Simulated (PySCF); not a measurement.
CH₄, SMILES C, B3LYP/def2-SVP optimised geometry.

```
5

C     -0.37    -0.26     0.00
H      0.73    -0.26     0.00
H     -0.73     0.78     0.00
H     -0.73    -0.78     0.90
H     -0.73    -0.78    -0.90
```

Density from B3LYP/def2-TZVP in PySCF at that geometry.

Minimum of the electron density along straight lines between bonded atoms, close to the bond critical point (lines longer than 1.1 times the sum of covalent radii, or with two minima, are not listed):

```tsv
bond	length / Å	ρ at the minimum / e bohr⁻³	∇²ρ there / e bohr⁻⁵	position (fraction from the first atom)
C1–H2	1.099	0.272	-0.91	0.64
C1–H3	1.099	0.272	-0.91	0.64
C1–H4	1.099	0.272	-0.91	0.64
C1–H5	1.099	0.272	-0.91	0.64
```
